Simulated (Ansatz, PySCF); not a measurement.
Barrier height from H2 + HS to the transition structure H3S, without zero-point energy, on the benchmark's geometries as Psi4's copy of the set gives them.
Transition structure (charge 0, multiplicity 2):
```xyz
4

H      1.26210    -0.22010     0.00000
S      0.00000     0.22315     0.00000
H     -0.50058    -1.11545     0.00000
H     -0.76152    -2.23491     0.00000
```

Open shells are unrestricted; no spin–orbit coupling.

Correlated levels freeze the cores. CBS(a, b) extrapolates the correlation energy as X⁻³ and adds the Hartree–Fock energy of set b.

Codes used: Ansatz (a quantum-chemistry and plane-wave program) with Gaussian orbitals; PySCF for the dispersion terms. 

PBE/def2-TZVPPD gives 38.7 kJ/mol for the barrier height.

**Question.** Where do these levels fall relative to PBE: PBE-D3(BJ)/def2-TZVPPD, r2SCAN/def2-TZVPPD, B3LYP/def2-TZVPPD, wB97M-V/def2-TZVPPD, B2PLYP/def2-TZVPPD, MP2/CBS(aug-cc-pV(D+d)Z, aug-cc-pV(T+d)Z), CCSD(T)/CBS(aug-cc-pV(D+d)Z, aug-cc-pV(T+d)Z).

**Answer.** PBE-D3(BJ)/def2-TZVPPD -2.8; r2SCAN/def2-TZVPPD 8.7; B3LYP/def2-TZVPPD 27.1; wB97M-V/def2-TZVPPD 30.5; B2PLYP/def2-TZVPPD 30.7; MP2/CBS(aug-cc-pV(D+d)Z, aug-cc-pV(T+d)Z) 28.1; CCSD(T)/CBS(aug-cc-pV(D+d)Z, aug-cc-pV(T+d)Z) 34.2 kJ/mol. 6 of 7 lie above PBE; the widest gap is to CCSD(T)/CBS(aug-cc-pV(D+d)Z, aug-cc-pV(T+d)Z).

The set's own value is 17.3 kcal/mol (Zhao et al., J. Phys. Chem. A 109, 2012 (2005), HTBH38), an estimate for the real system, whose open-shell reactant is lowered by spin–orbit coupling.
